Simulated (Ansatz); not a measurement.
**Worked example: correlation energy of [GeH$_{3}$···H···CH$_{2}$], triplet**

Geometry: a point of a hydrogen-transfer path between rigid fragments, not a stationary point.

```xyz
8

Ge   -0.4786    0.0000    0.0000
H    -0.9900    1.4466    0.0000
H    -0.9900   -0.7233    1.2528
H    -0.9900   -0.7233   -1.2528
H     1.1134    0.0000    0.0000
C     2.5524    0.0000    0.0000
H     2.9669    0.0000    0.9962
H     2.9669    0.0000   -0.9962
```

Basis cc-pVDZ; Ansatz 0.2.0. Correlated methods freeze the noble-gas cores and the filled d shells of p-block atoms, which leaves 14 electrons in 56 orbitals. R marks a restricted (for open shells ROHF) determinant, U an unrestricted one. No spin–orbit coupling is included, and no scalar relativity.

Full CI isn't at hand for all of this; UCCSDT(Q) serves as the reference, and is uncertain by about the last step of the cluster series.

Runs differ by some tens of microhartree through their thresholds and, for an open shell, their frozen cores, so steps under 0.03 kcal/mol mean nothing.

```json
{"level": "UHF", "total energy (hartree)": "-2116.541003"}
{"level": "UMP2", "total energy (hartree)": "-2116.763226"}
{"level": "UCCSD", "total energy (hartree)": "-2116.813015"}
{"level": "UCCSD(T)", "total energy (hartree)": "-2116.818785"}
{"level": "UCCSDT", "total energy (hartree)": "-2116.819946"}
{"level": "UCCSDT(Q)", "total energy (hartree)": "-2116.820194"}
```

Problem. What is the correlation energy at UCCSDT(Q), and what share of it do UMP2 and UCCSDT recover?

Solution. E(corr) = -2116.820194 − (-2116.541003) = -0.279191 hartree = -7.597 eV. UMP2: -0.222223 / -0.279191 = 79.60 %. UCCSDT: -0.278943 / -0.279191 = 99.91 %.

Problem. By how many kcal/mol does UCCSD(T) miss UCCSDT(Q) (1 hartree = 627.509 kcal/mol), and which steps make up the rest?

Solution. -2116.818785 − (-2116.820194) = 0.001409 hartree = 0.88 kcal/mol. Steps: UCCSDT − UCCSD(T) = -0.73, UCCSDT(Q) − UCCSDT = -0.16 kcal/mol. Differences between like states or geometries often cancel part of this.
